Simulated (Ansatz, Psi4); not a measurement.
# Heat of formation of SO2 (sulfur dioxide) from total energies

SO2: 3 atoms, total charge 0, spin state singlet. As SMILES, `O=S=O`. Geometry: relaxed at PBE0-D4/def2-TZVP.

```xyz
3

O    -0.9744    0.6459   -0.4595
S     0.2695    0.3574    0.1868
O     0.7049   -1.0033    0.2727
```

Total energies at SVWN5/def2-TZVPP (Psi4 1.11); the atoms run unrestricted:

| species | state | energy (Eh) |
| --- | --- | --- |
| SO2 | singlet | -546.308966 |
| O | triplet | -74.525567 |
| S | triplet | -396.726476 |

Harmonic wavenumbers at PBE0-D4/def2-TZVP, in cm⁻¹: 532, 1217, 1420.

Measured heats of formation of the gaseous atoms at 298.15 K, in kJ/mol: O 249.2, S 277.0. Spin-orbit lowering of the atoms at 298 K (mean of the ground term's levels less their thermal mean, from spectra), in kJ/mol: O 0.40, S 1.88. Take 1 Eh = 2625.50 kJ/mol, 1 cm⁻¹ = 0.0119627 kJ/mol, RT = 2.479 kJ/mol.

Q: Work out the heat of formation of the gas at 298 K.

A: 
1. Electronic atomisation energy: 2 × (-74.525567) + (-396.726476) − (-546.308966) = 0.531356 Eh = 1395.1 kJ/mol.
2. Zero-point energy: half the sum of the wavenumbers, 1584.5 cm⁻¹ = 19.0 kJ/mol.
3. Thermal vibrational enthalpy, Σ hcν̃/(exp(hcν̃/kT) − 1): 0.6 kJ/mol. Translation, rotation and pV of a non-linear molecule: 4 RT = 9.9 kJ/mol.
4. The 3 free atoms carry 5/2 RT each: 18.6 kJ/mol.
5. Spin-orbit coupling lowers the free atoms by 2 × 0.40 + 1.88 = 2.7 kJ/mol.
6. Atomisation enthalpy at 298 K: 1395.1 − 2.7 − 19.0 − 0.6 − 9.9 + 18.6 = 1381.5 kJ/mol.
7. Sum of the atoms' heats of formation: 775.4 kJ/mol. Heat of formation: 775.4 − 1381.5 = -606.1 kJ/mol.

The tabulated value is -296.8 kJ/mol (NIST-JANAF tables), so this level is off by -309.3 kJ/mol, or 28.8 % of the atomisation enthalpy that the table implies (1072.3 kJ/mol). The LDA overbinds, which puts heats of formation too low. Anharmonicity and any spin-orbit splitting of the molecule are left out.
